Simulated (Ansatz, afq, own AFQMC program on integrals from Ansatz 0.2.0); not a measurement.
# BNH₃ (doublet): quantum Monte Carlo beside coupled cluster at distance B1–N2 = 1.077 Å, cc-pVDZ

Aim: compute BNH₃ (doublet) with auxiliary-field quantum Monte Carlo on the same integrals as coupled cluster, and set the energies side by side.

Program: Ansatz 0.2.0, Gaussian basis, and an in-house AFQMC program (afq) on its integrals; all values are calculated. Level of theory: cc-pVDZ, frozen cores. These are calculated values, not measurements.

Plan: PBE (unrestricted); r2SCAN (unrestricted); PBE0 (unrestricted); B3LYP (unrestricted); wB97M-V (unrestricted); B2PLYP (unrestricted); CCSD(T) on UHF; Phaseless AFQMC, CISD trial on UHF; Phaseless AFQMC, single-determinant trial on UHF; Free-projection AFQMC, CISD trial on UHF.

1 further run of the same task is left out (it didn't finish).

### Step 1. The system

The geometry derives from a PBE0/def2-TZVP stationary point (not a proven minimum). One bond is set to the value named and the two fragments are kept rigid.

5 atoms, charge 0, spin multiplicity 2.

Atoms are counted from 1 here; the program's logs count them from 0.

Bond lengths: B1–N2 1.077 Å, B1–H3 1.210 Å, B1–H4 1.203 Å, N2–H5 0.999 Å. Angles: N2–B1–H3 118.6°, N2–B1–H4 121.4°, H3–B1–H4 120.0°, B1–N2–H5 163.5°.

### Step 2. PBE (unrestricted)

The input, in.yaml:

```yaml
crystal:
  periodic: [false, false, false]
  atoms:
    - {symbol: B, position_ang: [0.000000, 0.017695, 0.571643]}
    - {symbol: N, position_ang: [0.000000, -0.037320, -0.503951]}
    - {symbol: H, position_ang: [0.000000, 1.108225, 1.096754]}
    - {symbol: H, position_ang: [0.000000, -0.976051, 1.250363]}
    - {symbol: H, position_ang: [0.000000, 0.196647, -1.475371]}
basis:
  gaussian: {orbitals: cc-pVDZ}
magnetization: {spin_polarized: true, initial_magnetization: 1}
hamiltonian: {xc: {name: PBE}}
output: {orbitals: {seedname: orbitals}}
```

Run with:

```bash
$ ansatz run in.yaml --threads 1 --pin off --events-out ev --progress --plain --max-ram 1382MiB
```

Output:

```text
Functional definition: PBE
  name "PBE"
  cite "Perdew, Burke & Ernzerhof, Phys. Rev. Lett. 77, 3865 (1996) doi:10.1103/PhysRevLett.77.3865"
  parent pbe
  parameter kappa = 0.804
  parameter beta = 0.06672455060314922
  exchange = pbe_x(kappa = kappa, mu = beta*pi^2/3)
  correlation = pbe_c(beta = beta)
526 factors; their error is unknown
mean field evaluation 1: about -2198.8574 eV, gradient 4.5e1 eV
mean field evaluation 2: about -2174.8851 eV, gradient 7.8e1 eV
mean field evaluation 4: about -2207.3924 eV, gradient 7.4e0 eV
mean field evaluation 8: about -2207.6719 eV, gradient 4.4e-2 eV
mean field evaluation 16: about -2207.6533 eV, gradient 3.6e-5 eV
mean field -2207.65327501 eV, -81.1297614556 hartree, gradient 3.6e-5 eV, S^2 0.754402; 0 other end points of the search recorded, 0 dependent functions left out
reference -2207.65330342 eV, -81.1297624997 hartree; 8, 7 occupied and 35, 36 virtual orbitals, 526 factors
Total energy: -2207.65330342 eV, -81.1297624997 hartree
```

Wall time 0.69 s (1 thread of Arm Neoverse V2, shared host).

From the report: ⟨S²⟩ of the determinant 0.754 (pure doublet: 0.75).

### Step 3. r2SCAN (unrestricted)

in.yaml, as its differences from that of step 2:

```diff
@@ -11,3 +11,2 @@
 magnetization: {spin_polarized: true, initial_magnetization: 1}
-hamiltonian: {xc: {name: PBE}}
-output: {orbitals: {seedname: orbitals}}
+hamiltonian: {xc: {name: r2SCAN}}
```

The command is unchanged.

Output:

```text
Functional definition: r2SCAN
  name "r2SCAN"
  cite "Furness, Kaplan, Ning, Perdew & Sun, J. Phys. Chem. Lett. 11, 8208 (2020) doi:10.1021/acs.jpclett.0c02405"
  cite "Furness, Kaplan, Ning, Perdew & Sun, J. Phys. Chem. Lett. 11, 9248 (2020) doi:10.1021/acs.jpclett.0c03077"
  parent r2scan
  parameter k0 = 0.174
  parameter k1 = 0.065
  parameter a1 = 4.9479
  exchange = r2scan_x(k0 = k0, k1 = k1, a1 = a1)
  correlation = r2scan_c
526 factors; their error is unknown
mean field evaluation 1: about -2202.0268 eV, gradient 4.1e1 eV
mean field evaluation 2: about -2188.7854 eV, gradient 6.4e1 eV
mean field evaluation 4: about -2209.4211 eV, gradient 4.2e0 eV
mean field evaluation 8: about -2209.5170 eV, gradient 3.4e-2 eV
mean field evaluation 16: about -2209.4982 eV, gradient 8.2e-5 eV
mean field -2209.49820123 eV, -81.1975612434 hartree, gradient 8.2e-5 eV, S^2 0.760416; 0 other end points of the search recorded, 0 dependent functions left out
reference -2209.49821003 eV, -81.1975615668 hartree; 8, 7 occupied and 35, 36 virtual orbitals, 526 factors
Total energy: -2209.49821003 eV, -81.1975615668 hartree
```

Wall time 1.4 s (1 thread of Arm Neoverse V2, shared host).

From the report: ⟨S²⟩ of the determinant 0.760 (pure doublet: 0.75).

### Step 4. PBE0 (unrestricted)

in.yaml, as its differences from that of step 3:

```diff
@@ -11,2 +11,3 @@
 magnetization: {spin_polarized: true, initial_magnetization: 1}
-hamiltonian: {xc: {name: r2SCAN}}
+hamiltonian: {xc: {name: PBE0}}
+output: {orbitals: {seedname: orbitals}}
```

The command is unchanged.

Output:

```text
Functional definition: PBE0
  name "PBE0"
  cite "Adamo & Barone, J. Chem. Phys. 110, 6158 (1999) doi:10.1063/1.478522"
  cite "Perdew, Burke & Ernzerhof, Phys. Rev. Lett. 77, 3865 (1996) doi:10.1103/PhysRevLett.77.3865"
  parent pbe
  parameter a = 0.25
  parameter kappa = 0.804
  parameter beta = 0.06672455060314922
  exchange = (1 - a)*pbe_x(kappa = kappa, mu = beta*pi^2/3) + a*exact_x
  correlation = pbe_c(beta = beta)
397 factors; integrals over basis functions are off by at most 1.0e-3 eV
mean field evaluation 1: about -2201.7622 eV, gradient 3.8e1 eV
mean field evaluation 2: about -2195.3488 eV, gradient 5.2e1 eV
mean field evaluation 4: about -2207.9480 eV, gradient 2.4e0 eV
mean field evaluation 8: about -2207.9793 eV, gradient 2.1e-2 eV
mean field evaluation 16: about -2207.9793 eV, gradient 2.7e-5 eV
mean field -2207.97929929 eV, -81.1417426269 hartree, gradient 2.7e-5 eV, S^2 0.758652; 0 other end points of the search recorded, 0 dependent functions left out
reference -2207.97932013 eV, -81.1417433925 hartree; 8, 7 occupied and 35, 36 virtual orbitals, 397 factors
Total energy: -2207.97932013 eV, -81.1417433925 hartree
```

Run time: 0.66 s. Hardware: 1 thread of Arm Neoverse V2, shared host.

From the report: ⟨S²⟩ of the determinant 0.759 (pure doublet: 0.75).

### Step 5. B3LYP (unrestricted)

in.yaml, as its differences from that of step 4:

```diff
@@ -11,3 +11,2 @@
 magnetization: {spin_polarized: true, initial_magnetization: 1}
-hamiltonian: {xc: {name: PBE0}}
-output: {orbitals: {seedname: orbitals}}
+hamiltonian: {xc: {name: B3LYP}}
```

The command is unchanged.

Output, cut to the lines that bear on the results:

```text
Functional definition: B3LYP
  name "B3LYP"
  cite "Stephens, Devlin, Chabalowski & Frisch, J. Phys. Chem. 98, 11623 (1994) doi:10.1021/j100096a001"
  cite "Becke, Phys. Rev. A 38, 3098 (1988) doi:10.1103/PhysRevA.38.3098"
  cite "Lee, Yang & Parr, Phys. Rev. B 37, 785 (1988) doi:10.1103/PhysRevB.37.785"
  cite "Vosko, Wilk & Nusair, Can. J. Phys. 58, 1200 (1980) doi:10.1139/p80-159"
[...]
397 factors; integrals over basis functions are off by at most 1.0e-3 eV
[...]
mean field -2211.03237875 eV, -81.2539412274 hartree, gradient 8.5e-5 eV, S^2 0.757224; 0 other end points of the search recorded, 0 dependent functions left out
reference -2211.03257090 eV, -81.2539482887 hartree; 8, 7 occupied and 35, 36 virtual orbitals, 397 factors
Total energy: -2211.03257090 eV, -81.2539482887 hartree
```

Wall time 0.69 s (1 thread of Arm Neoverse V2, shared host).

From the report: ⟨S²⟩ of the determinant 0.757 (pure doublet: 0.75).

### Step 6. wB97M-V (unrestricted)

in.yaml, as its differences from that of step 5:

```diff
@@ -11,2 +11,3 @@
 magnetization: {spin_polarized: true, initial_magnetization: 1}
-hamiltonian: {xc: {name: B3LYP}}
+hamiltonian: {xc: {name: wB97M-V}}
+output: {orbitals: {seedname: orbitals}}
```

Same command.

Output, cut to the lines that bear on the results:

```text
Functional definition: wB97M-V
  name "wB97M-V"
  cite "Mardirossian & Head-Gordon, J. Chem. Phys. 144, 214110 (2016) doi:10.1063/1.4952647"
  cite "Becke, J. Chem. Phys. 107, 8554 (1997) doi:10.1063/1.475007"
  cite "Vydrov & Van Voorhis, J. Chem. Phys. 133, 244103 (2010) doi:10.1063/1.3521275"
  # Of w^i u^j: cxij and so on, Table III.
[...]
  gx(w, u) = 1 - cx + cx01*u + cx10*w
  gss(w, u) = css00 + css04*u^4 + css10*w + css20*w^2 + css43*w^4*u^3
  gos(w, u) = cos00 + cos10*w + (cos20 + cos21*u)*w^2 + (cos60 + cos61*u)*w^6
[...]
      + integral(e_c_pw_mod_opposite_spin*gos(b97_w_opposite, b97_u_opposite)) + vv10(b, c)
397 factors; integrals over basis functions are off by at most 1.0e-3 eV
136 factors; integrals over basis functions are off by at most 1.1e-5 eV
[...]
mean field -2209.52828585 eV, -81.1986668329 hartree, gradient 4.9e-5 eV, S^2 0.756756; 0 other end points of the search recorded, 0 dependent functions left out
reference -2209.52831713 eV, -81.1986679825 hartree; 8, 7 occupied and 35, 36 virtual orbitals, 397 factors
Total energy: -2209.52831713 eV, -81.1986679825 hartree
```

Wall time 2.5 s (1 thread of Arm Neoverse V2, shared host).

From the report: ⟨S²⟩ of the determinant 0.757 (pure doublet: 0.75).

### Step 7. B2PLYP (unrestricted)

in.yaml, as its differences from that of step 6:

```diff
@@ -11,3 +11,3 @@
 magnetization: {spin_polarized: true, initial_magnetization: 1}
-hamiltonian: {xc: {name: wB97M-V}}
-output: {orbitals: {seedname: orbitals}}
+hamiltonian: {xc: {name: B2PLYP}}
+correlation: {electrons: outside_noble_gas}
```

Same command.

Output, cut to the lines that bear on the results:

```text
Functional definition: B2PLYP
  name "B2PLYP"
  cite "Grimme, J. Chem. Phys. 124, 034108 (2006) doi:10.1063/1.2148954"
  cite "Becke, Phys. Rev. A 38, 3098 (1988) doi:10.1103/PhysRevA.38.3098"
  cite "Lee, Yang & Parr, Phys. Rev. B 37, 785 (1988) doi:10.1103/PhysRevB.37.785"
[...]
397 factors; integrals over basis functions are off by at most 1.0e-3 eV
[...]
mean field -2206.10613131 eV, -81.0729049730 hartree, gradient 1.8e-6 eV, S^2 0.765292; 0 other end points of the search recorded, 0 dependent functions left out
2 core orbitals not correlated: weight in the atoms' cores, before any rotation towards them, 1.000 or more for the frozen orbitals, at most 0.000 for the correlated occupied ones
reference -2206.10625190 eV, -81.0729094047 hartree; 6, 5 occupied and 35, 36 virtual orbitals, 397 factors
second order -7.95166168 eV of doubles, -0.00000000 eV of singles
Total energy: -2208.25320055 eV, -81.1518083125 hartree
```

Wall time 0.84 s (1 thread of Arm Neoverse V2, shared host).

From the report: ⟨S²⟩ of the determinant 0.765 (pure doublet: 0.75).

### Step 8. CCSD(T) on UHF

in.yaml, as its differences from that of step 7:

```diff
@@ -11,3 +11,2 @@
 magnetization: {spin_polarized: true, initial_magnetization: 1}
-hamiltonian: {xc: {name: B2PLYP}}
-correlation: {electrons: outside_noble_gas}
+correlation: {method: ccsd_t, electrons: outside_noble_gas, hamiltonian_folder: ham}
```

Launched as before.

Output, cut to the lines that bear on the results:

```text
Functional definition: HF
  name "HF"
  cite "Fock, Z. Phys. 61, 126 (1930) doi:10.1007/BF01340294"
  parent pbe
[...]
397 factors; integrals over basis functions are off by at most 1.0e-3 eV
[...]
mean field -2196.69953182 eV, -80.7272188181 hartree, gradient 9.4e-7 eV, S^2 0.780528; 1 other end points of the search recorded, 0 dependent functions left out
determinant -2196.69953182 eV, -80.7272188181 hartree, with singles and doubles -2203.85329107 eV, -80.9901146213 hartree
determinant -2193.38065829 eV, -80.6052524654 hartree, with singles and doubles -2199.96074724 eV, -80.8470662741 hartree
2 core orbitals not correlated: weight in the atoms' cores, before any rotation towards them, 1.000 or more for the frozen orbitals, at most 0.000 for the correlated occupied ones
reference -2196.69953182 eV, -80.7272188181 hartree; 6, 5 occupied and 35, 36 virtual orbitals, 397 factors
second order -6.32315526 eV of doubles, -0.00000000 eV of singles
cycle   1  -7.15362592 eV  change    1.3e-4 eV  update   5.9e-4
[...]
cycle   7  -7.15386338 eV  change   -3.1e-6 eV  update   1.8e-6
perturbative correction -0.19145607 eV, -0.0070358809 hartree
Total energy: -2204.04485127 eV, -80.9971543290 hartree
```

It took 1.2 s on 1 thread of Arm Neoverse V2, shared host.

From the report: ⟨S²⟩ of the determinant 0.781 (pure doublet: 0.75); correlation -7.3453 eV; T1 0.027; largest double amplitude 0.05.

This run also writes the integrals to the folder ham.

### Step 9. Phaseless AFQMC, CISD trial on UHF

It reads the integrals that the CCSD(T) run on this determinant wrote.

Run with:

```bash
$ afq ham --method phaseless --trial cisd --walkers 60 --populations 1 --least-time 40 --time-step 0.005 --steps-per-block 50 --equilibration-blocks 28 --max-blocks 300 --target-error 0.0004 --factor-cut 1e-05 --start spin_pure --seed 3383 --release-times 0.24,0.51,0.99,1.62,2.4 --release-step 0.03 --release-every 4 --taylor-order 6
```

Output:

```text
orbitals 41  electrons 6 5  factors 330 of 397
reference energy -80.72721882 Eh
CCSD correlation -0.26289963 Eh in 10 cycles, weight of the determinant in the CISD state 0.8883
energy of the start -80.989022 Eh
 block  time / (1/Eh)  mean weight  energy / Eh
     1     0.250  1.0011  -80.986810
     2     0.500  0.9984  -80.989620
     3     0.750  1.0008  -80.988445
     4     1.000  0.9986  -80.992514
     5     1.250  0.9960  -80.994621
     6     1.500  0.9986  -81.001282
     7     1.750  0.9993  -81.004502
     8     2.000  1.0008  -81.002791
     9     2.250  0.9995  -80.998155
    10     2.500  0.9992  -80.994003
    11     2.750  0.9979  -80.998365
    16     4.000  0.9998  -80.993894
    21     5.250  1.0010  -81.000966
    26     6.500  0.9999  -80.997534
    31     7.750  0.9992  -80.997397
    36     9.000  0.9989  -80.994645
    41    10.250  1.0003  -81.000072
    46    11.500  1.0008  -80.998462
    51    12.750  1.0005  -80.989887
    56    14.000  1.0009  -80.997484
    61    15.250  0.9988  -80.996357
    66    16.500  1.0006  -81.002082
    71    17.750  0.9983  -80.993480
    76    19.000  1.0003  -80.994059
    81    20.250  0.9988  -80.995046
    86    21.500  1.0004  -80.994589
    91    22.750  1.0004  -80.997723
    96    24.000  0.9991  -80.995540
   101    25.250  0.9995  -81.008812
   106    26.500  1.0012  -80.998629
   111    27.750  0.9972  -80.996667
   116    29.000  0.9988  -80.995521
   121    30.250  0.9988  -80.992316
   126    31.500  1.0009  -80.996495
   131    32.750  1.0036  -80.996564
   136    34.000  0.9971  -80.997331
   141    35.250  1.0001  -81.004354
   146    36.500  1.0011  -80.995713
   151    37.750  1.0018  -80.997760
   156    39.000  0.9988  -80.998139
   161    40.250  1.0022  -80.999047
   166    41.500  1.0019  -80.997340
   171    42.750  0.9997  -81.000854
   176    44.000  1.0020  -80.996804
   181    45.250  1.0003  -80.993562
   186    46.500  1.0011  -80.999014
   191    47.750  0.9992  -81.004573
   196    49.000  0.9977  -80.992149
   201    50.250  0.9995  -81.005144
   206    51.500  1.0016  -80.993058
   211    52.750  1.0003  -81.004121
   216    54.000  1.0030  -81.002229
blocks merged  error / Eh  count
     1  0.000297  190
     2  0.000362  95
     4  0.000389  47
     8  0.000399  23
    16  0.000420  11
released: time / (1/Eh)  energy / Eh  error  mean overlap
  0.24  -80.997930  0.000507  0.9902
  0.51  -80.998164  0.000468  0.9792
  0.99  -80.997991  0.000489  1.0012
  1.62  -80.998933  0.000731  1.0197
  2.40  -80.998889  0.000709  0.9964
energy -80.997870 +/- 0.000399 Eh
```

It took 5.2 min on 1 thread of Arm Neoverse V2, shared host.

Energy -2204.0643 ± 0.0109 eV. Caveats: constraint bias not in the error.

### Step 10. Phaseless AFQMC, single-determinant trial on UHF

It reads the integrals that the CCSD(T) run on this determinant wrote.

Run with:

```bash
$ afq ham --method phaseless --trial hf --walkers 120 --populations 1 --least-time 40 --time-step 0.005 --steps-per-block 20 --equilibration-blocks 112 --max-blocks 600 --target-error 0.0012000000000000001 --factor-cut 1e-05 --start spin_pure --seed 4185 --taylor-order 6
```

Output:

```text
orbitals 41  electrons 6 5  factors 330 of 397
reference energy -80.72721882 Eh
CCSD correlation -0.26289963 Eh in 10 cycles, weight of the determinant in the CISD state 0.8883
energy of the start -80.728150 Eh
 block  time / (1/Eh)  mean weight  energy / Eh
     1     0.100  1.0027  -80.797016
     2     0.200  1.0030  -80.847368
     3     0.300  1.0022  -80.888183
     4     0.400  1.0014  -80.902672
     5     0.500  1.0009  -80.918405
     6     0.600  1.0003  -80.925311
     7     0.700  1.0023  -80.942368
     8     0.800  1.0026  -80.964044
     9     0.900  0.9996  -80.966362
    10     1.000  1.0006  -80.972684
    18     1.800  1.0030  -80.986427
    35     3.500  0.9990  -80.992238
    52     5.200  0.9999  -81.028486
    69     6.900  1.0033  -80.995720
    86     8.600  1.0000  -81.009585
   103    10.300  0.9995  -80.988248
   120    12.000  0.9996  -81.023576
   137    13.700  1.0003  -80.975832
   154    15.400  1.0004  -81.013582
   171    17.100  0.9983  -80.991318
   188    18.800  1.0005  -80.971040
   205    20.500  0.9992  -80.986000
   222    22.200  0.9947  -80.990631
   239    23.900  1.0035  -81.006327
   256    25.600  0.9985  -81.070062
   273    27.300  0.9998  -81.013173
   290    29.000  0.9976  -81.001334
   307    30.700  0.9990  -81.024911
   324    32.400  1.0011  -80.969730
   341    34.100  0.9985  -80.982517
   358    35.800  0.9992  -80.976059
   375    37.500  1.0025  -80.994040
   392    39.200  0.9995  -81.001969
   409    40.900  1.0023  -80.990095
   426    42.600  0.9999  -81.003851
   443    44.300  0.9950  -80.976145
   460    46.000  1.0000  -81.006263
   477    47.700  0.9975  -80.996956
   494    49.400  1.0002  -81.004139
   511    51.100  1.0009  -80.992642
   528    52.800  0.9971  -81.010300
   545    54.500  1.0001  -81.007900
   562    56.200  1.0006  -80.999560
   579    57.900  1.0038  -81.006196
   596    59.600  1.0027  -81.014017
   613    61.300  1.0008  -80.996542
   630    63.000  1.0017  -81.017840
   647    64.700  1.0021  -81.010935
   664    66.400  1.0006  -81.059333
   681    68.100  1.0004  -80.971774
   698    69.800  1.0002  -80.982271
blocks merged  error / Eh  count
     1  0.000804  600
     2  0.001050  300
     4  0.001345  150
     8  0.001598  75
    16  0.001915  37
    32  0.002024  18
    64  0.002181  9
energy -80.999208 +/- 0.002024 Eh
```

Wall time 4.6 min (1 thread of Arm Neoverse V2, shared host).

Energy -2204.1007 ± 0.0551 eV. Caveats: constraint bias not in the error; error above the target.

### Step 11. Free-projection AFQMC, CISD trial on UHF

It reads the integrals that the CCSD(T) run on this determinant wrote.

Run with:

```bash
$ afq ham --method free --trial cisd --walkers 60 --time-step 0.03 --max-blocks 80 --target-error 0.0004 --factor-cut 1e-05 --seed 6239 --times 0,0.21,0.42,0.81,1.2,1.8,2.4,3 --taylor-order 8
```

Output:

```text
orbitals 41  electrons 6 5  factors 330 of 397
reference energy -80.72721882 Eh
CCSD correlation -0.26289963 Eh in 10 cycles, weight of the determinant in the CISD state 0.8883
repeat  energy at the last time / Eh  error
    10  -80.999103  0.001994
    20  -80.999676  0.001210
    30  -80.999108  0.000936
    40  -80.998671  0.000805
    50  -80.998104  0.000751
    60  -80.998438  0.000664
    70  -80.998207  0.000587
    80  -80.998180  0.000526
time / (1/Eh)  energy / Eh  error  mean overlap
  0.00  -80.989860  0.000202  1.1246
  0.21  -80.994465  0.000217  1.1201
  0.42  -80.996073  0.000266  1.1217
  0.81  -80.997681  0.000262  1.1236
  1.20  -80.998059  0.000342  1.1300
  1.80  -80.998131  0.000331  1.1413
  2.40  -80.998700  0.000514  1.1534
  3.00  -80.998180  0.000526  1.1469
energy -80.998180 +/- 0.000526 Eh
```

Run time: 4.6 min. Hardware: 1 thread of Arm Neoverse V2, shared host.

Energy -2204.0728 ± 0.0143 eV. Caveats: remainder of the start not in the error.

### Step 12. AFQMC on the ladder

On the UHF determinant, counted from CCSD(T) (a yardstick, not exact):

```csv
level,energy (eV),from CCSD(T) (kJ/mol),statistical error (kJ/mol),time
HF,-2196.6995,+708.7,,
MP2,-2203.0227,+98.6,,
CCSD,-2203.8534,+18.5,,
CCSD(T),-2204.0449,0.0,,
"Phaseless AFQMC, CISD trial, step 0.005, 60 walkers",-2204.0643,-1.9,1.0,5.2 min
"Phaseless AFQMC, single-determinant trial, step 0.005, 120 walkers",-2204.1007,-5.4,5.3,4.6 min
"Free-projection AFQMC, CISD trial, step 0.03, 60 walkers",-2204.0728,-2.7,1.4,4.6 min
```

The functionals' totals stand on their own zeros and serve differences with other points: PBE -2207.653 eV; r2SCAN -2209.498 eV; PBE0 -2207.979 eV; B3LYP -2211.033 eV; wB97M-V -2209.528 eV; B2PLYP -2208.253 eV.

### Step 13. Results

| quantity | value |
| --- | --- |
| Phaseless AFQMC, CISD trial on UHF from CCSD(T) | -1.9 ± 1.0 kJ/mol |
| Phaseless AFQMC, single-determinant trial on UHF from CCSD(T) | -5.4 ± 5.3 kJ/mol |
| Free-projection AFQMC, CISD trial on UHF from CCSD(T) | -2.7 ± 1.4 kJ/mol |

On UHF the phaseless walk with the CISD trial lies -1.9 kJ/mol from CCSD(T), within three error bars. Free projection has no constraint; at the last time it gives -2.7 ± 1.4 kJ/mol, and from a start that isn't spin pure other spins can mix in. Error bars are statistical and leave out the constraint, the time step and what remains of the start.
